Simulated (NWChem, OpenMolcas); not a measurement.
**LiH (SMILES [LiH]): methods side by side**

The species is LiH (2 atoms), meant as a singlet with charge 0. SMILES: `[LiH]`. The bond length is the measured one.

```jsonl
{"atom": "Li", "x (Å)": "0.0000", "y (Å)": "0.0000", "z (Å)": "0.0000"}
{"atom": "H", "x (Å)": "0.0000", "y (Å)": "0.0000", "z (Å)": "1.5957"}
```

Quantity: the vertical ionisation energy (to the doublet cation), in eV. The values are calculated.

```json
{"level": "HF/def2-SVP", "kind": "Hartree–Fock", "program": "OpenMolcas", "value (eV)": "6.96", "less FCI/def2-SVP": "-0.73"}
{"level": "HF/def2-SVP, open shells restricted", "kind": "Hartree–Fock", "program": "OpenMolcas", "value (eV)": "6.96", "less FCI/def2-SVP": "-0.73"}
{"level": "SVWN5/def2-SVP", "kind": "LDA", "program": "OpenMolcas", "value (eV)": "8.16", "less FCI/def2-SVP": "+0.47"}
{"level": "r2SCAN/def2-SVP", "kind": "meta-GGA", "program": "OpenMolcas", "value (eV)": "7.92", "less FCI/def2-SVP": "+0.23"}
{"level": "PBE0/def2-SVP", "kind": "global hybrid", "program": "OpenMolcas", "value (eV)": "7.96", "less FCI/def2-SVP": "+0.27"}
{"level": "wB97X/def2-SVP", "kind": "range-separated hybrid", "program": "NWChem", "value (eV)": "8.05", "less FCI/def2-SVP": "+0.36"}
{"level": "SC-NEVPT2(2,5)/def2-SVP", "kind": "multireference", "program": "OpenMolcas", "value (eV)": "7.68", "less FCI/def2-SVP": "-0.01"}
{"level": "CCSD(T)/def2-SVP, open shells restricted", "kind": "coupled cluster or CI", "program": "OpenMolcas", "value (eV)": "7.69", "less FCI/def2-SVP": "0.00"}
{"level": "FCI/def2-SVP, open shells restricted", "kind": "exact in the basis", "program": "OpenMolcas", "value (eV)": "7.69", "less FCI/def2-SVP": "0.00"}
```

FCI/def2-SVP, open shells restricted is exact within its basis and frozen core, so for wave-function methods in that basis the difference is their error; functionals converge differently with the basis, so for them it is only a difference. The values span 6.96 to 8.16 eV.
